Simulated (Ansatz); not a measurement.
The first iterations of a band of CH5NSi (8 atoms, charge 0, multiplicity 1).

All numbers below come from RKS B3LYP-D4/def2-SVP (Ansatz).

| Quantity | Value |
| --- | --- |
| movable images | 5 |
| climbing image | yes |
| spring | 5.0 eV/Å² |
| optimiser | quadratic models (default) |
| start path | through a guess of the saddle point |
| force threshold | 0.05 eV/Å |
| iteration limit | 60 |
| end points | relaxed |

First end point:

```xyz
8
Properties=species:S:1:pos:R:3
C -0.874 0.502 -1.149
N -0.810 -0.226 -0.118
Si 0.612 -0.446 0.896
H -1.815 0.580 -1.727
H -0.028 1.104 -1.553
H 0.264 -0.007 2.275
H 1.799 0.333 0.409
H 0.944 -1.897 0.912
```

Last end point:

```xyz
8
Properties=species:S:1:pos:R:3
C -0.874 0.502 -1.149
N -0.809 -0.226 -0.118
Si 0.612 -0.446 0.896
H -0.028 1.105 -1.553
H -1.815 0.580 -1.727
H 0.263 -0.007 2.275
H 1.799 0.333 0.409
H 0.944 -1.897 0.912
```

| iteration | highest image above the first end (eV) | largest band force component (eV/Å) |
| --- | --- | --- |
| 1 | 17.582 | 64.319 |
| 2 | 5.847 | 16.576 |
| 3 | 3.258 | 8.113 |
| 4 | 1.481 | 4.080 |
| 5 | 0.724 | 2.177 |
| 6 | 0.523 | 3.116 |
| 7 | 0.424 | 1.451 |
| 8 | 0.364 | 2.695 |

Q: Does the band converge within its limit, and where does its top end?

A: It converged. It ended after 25 iterations with the highest image 0.282 eV above the first end. The profile has 2 maxima (images 2, 5) with wells between them (image 4): this band takes more than one step, which may be the mechanism or a detour left from its start path. A vibrational analysis at the climbing image gives one clearly imaginary mode, 229i cm⁻¹: a first-order saddle point.

Run time: 4 min on 1 CPU thread of a shared host.
